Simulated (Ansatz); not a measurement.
Start from `N/C=C\N` and change one atom or group to get `N/C=C\S`.

Ansatz, PBE0-D4/def2-TZVP geometries, multiplicity 1. Each molecule was computed in one conformer, which needn't be the lowest.

| property | `N/C=C\N` |
| --- | --- |
| LUMO energy (ωB97M-V/def2-TZVPP) / eV | 2.45 |
| ideal-gas entropy at 298 K and 1 bar (rigid rotor, harmonic PBE0-D4/def2-TZVP) / J/(mol·K) | 290 |
| HOMO energy (B3LYP/def2-TZVPP) / eV | -4.87 |
| size of the dipole moment (B3LYP/def2-TZVPP) / D | 0.18 |
| HOMO energy (PBE0/def2-TZVPP) / eV | -5.06 |
| HOMO energy (ωB97M-V/def2-TZVPP) / eV | -7.28 |

(1) Give the same properties after the change, and the shifts. (An estimate is asked.)

## Answers

(1) Computed: 
```csv
property,`N/C=C\S`,shift
LUMO energy (ωB97M-V/def2-TZVPP) / eV,2.25,-0.20
"ideal-gas entropy at 298 K and 1 bar (rigid rotor, harmonic PBE0-D4/def2-TZVP) / J/(mol·K)",301,11
HOMO energy (B3LYP/def2-TZVPP) / eV,-6.02,-1.15
size of the dipole moment (B3LYP/def2-TZVPP) / D,2.35,2.17
HOMO energy (PBE0/def2-TZVPP) / eV,-6.23,-1.17
HOMO energy (ωB97M-V/def2-TZVPP) / eV,-8.39,-1.11
```

With PBE0 the HOMO falls by 1.17 eV and the LUMO falls by 0.73 eV, so the gap widens by about 0.44 eV. PBE moves the HOMO by -1.20 eV and ωB97M-V by -1.11 eV. The zero-point energy changes by -46.0 kJ/mol with -3 modes. Dipoles are sizes alone; their direction can turn.

B3LYP here is the variant with VWN-RPA as its local correlation; programs differ in this.
